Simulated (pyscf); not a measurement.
Thermochemistry of product channels of F–WH₂(F)(F)–F (SMILES [F][WH2]([F])([F])[F]) + H₂O (SMILES O) on the singlet surface, in kcal/mol, from ωB97M-D3(BJ)/def2-TZVP energies (ideal gas, 1 atm, RRHO with modes under 100 cm⁻¹ raised to 100, one conformer, R ln 2 for chiral ones without a mode under 150 cm⁻¹). PySCF, gas phase, ωB97X-D3(BJ)/def2-SVP geometries.

```json
[
 {"products": "HO–WH(F)(F)(F)–F (SMILES [OH][WH]([F])([F])([F])[F]) + H₂ (SMILES [H][H])", "ΔE": "-14.3", "ΔH(298 K)": "-17.6", "ΔG(298 K)": "-15.8", "ΔG(600 K)": "-14.5"},
 {"products": "HF (SMILES F) + HO–WH₂(F)(F)–F (SMILES [OH][WH2]([F])([F])[F])", "ΔE": "+4.5", "ΔH(298 K)": "+3.7", "ΔG(298 K)": "+3.3", "ΔG(600 K)": "+2.6"}
]
```

These are energies of the channels, which say nothing of barriers. Elements past Kr carry the def2 core potentials, without spin-orbit coupling.
